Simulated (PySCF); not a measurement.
**Gas-phase XPS of `Fc1cpco1`, computed**

Compound: C3H2FOP.
Geometry (PBE0-D3(BJ)/def2-SVP, Å), atoms numbered from 1 in this order:
```xyz
8
C3H2FOP angstrom
F     -1.1084    1.6575    1.7821
C     -0.4834    0.6765    1.1892
C     -0.7893   -0.6407    1.1391
P      0.4440   -1.4954    0.1749
C      1.2180    0.0090   -0.0428
O      0.6138    1.0634    0.5491
H     -1.6621   -1.0723    1.6257
H      2.1263    0.2747   -0.5824
```

Computed, not measured: PySCF 2.14.0, delta-SCF UKS SCAN, pcX-2 on the ionised atom, pcseg-1 elsewhere, spin-free X2C. These are vertical core ionisation energies against the vacuum level, from separate self-consistent calculations with and without the core hole.

Q: What binding energy does each computed site have?

A: 
```csv
atom(s),bonded to,level,binding energy (eV),2p1/2 (eV),above the level's lowest (eV),count
F1,C,F 1s,694.13,–,0.00,1
C2,"F, O (aromatic in the SMILES) and C (aromatic in the SMILES)",C 1s,294.61,–,+3.85,1
C3,"C (aromatic in the SMILES), H and P (aromatic in the SMILES)",C 1s,290.76,–,0.00,1
P4,2 C (aromatic in the SMILES),P 2p3/2,136.64,137.53,0.00,1
P4,2 C (aromatic in the SMILES),P 1s,2150.19,–,0.00,1
C5,"O (aromatic in the SMILES), H and P (aromatic in the SMILES)",C 1s,291.91,–,+1.15,1
O6,2 C (aromatic in the SMILES),O 1s,540.88,–,0.00,1
```

The listed C 1s values span 3.85 eV, from C3 (bonded to C (aromatic in the SMILES), H and P (aromatic in the SMILES)) to C2 (bonded to F, O (aromatic in the SMILES) and C (aromatic in the SMILES)). The widest gap between neighbouring values is 2.70 eV, between 291.91 and 294.61 eV.

Q: Give the binding energy of P 1s of P4 in hartree and in kJ/mol.

A: 2150.19 eV = 79.0180 Eh = 207462 kJ/mol.

Spin–orbit coupling isn't in the SCF: each 2p doublet comes from a relaxed spin-free hole plus a matrix of the shell (mean-field spin–orbit coupling and the ground-state 2p splitting), with 2p3/2 averaged over its two sublevels. 2p1/2 minus 2p3/2 (ligand field included): P 0.89 eV. Isolated species at its PBE0-D3(BJ)/def2-SVP geometry, gas phase.
